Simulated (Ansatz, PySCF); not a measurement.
Gas-phase enthalpy of formation at 298 K, by the atomisation route, of S (H2S) (SMILES; H2S, sulfane). Structures are relaxed separately at B3LYP-D3(BJ)/def2-TZVP in Ansatz (an electronic-structure program). Cores are frozen in the correlated levels unless marked. UHF or UKS for open shells. Spin-orbit coupling is left out. Non-relativistic. CBS marks a two-point X^-3 extrapolation of the correlation energy; Hartree-Fock from the larger set (for Q and 5 zeta extrapolated as (X+1)exp(-9√X)). Thermal terms are rigid-rotor harmonic-oscillator values from B3LYP-D3(BJ) frequencies (PySCF) at 298.15 K and 1 atm. 1 Eh = 627.5095 kcal/mol.

```csv
species,count,"E, CCSD(T)/CBS(cc-pV(Q+d)Z,cc-pV(5+d)Z) (Ansatz) (Eh)","E, PBE/def2-TZVPD (Ansatz) (Eh)",measured ΔHf at 0 K (kcal/mol),H(298) - H(0) of the element (kcal/mol)
S (H2S),1,-398.96796,-399.22829,-,-
H atom,2,-0.50000,-0.49962,51.63,1.01
S atom,1,-397.67542,-397.93910,65.66,1.05
```

Molecule: zero-point energy 9.43, H(298) - H(0) 2.38 kcal/mol. The route leaves out scalar relativity and anharmonic zero-point terms, the atoms' spin-orbit terms, and in the frozen-core level the core correlation. Atomic data: G2/97 table in ASE.

Problem. Work out De, D0 and ΔHf at 0 and 298 K at both levels, and their errors against the measured value.

Solution. 
The atoms' values sum to 168.92 (0 K) and 3.07 (thermal), in kcal/mol.
- CCSD(T)/CBS(cc-pV(Q+d)Z,cc-pV(5+d)Z): De = 183.57; D0 = 183.57 - 9.43 = 174.14; ΔHf(0 K) = 168.92 - 174.14 = -5.22; ΔHf(298 K) = -5.22 + 2.38 - 3.07 = -5.91; error -1.0.
- PBE/def2-TZVPD: De = 181.95; D0 = 181.95 - 9.43 = 172.52; ΔHf(0 K) = 168.92 - 172.52 = -3.60; ΔHf(298 K) = -3.60 + 2.38 - 3.07 = -4.29; error +0.6.
Measured: -4.9 kcal/mol (G2/97 table in ASE (Curtiss et al.)). This is an older compilation, not checked against later work.
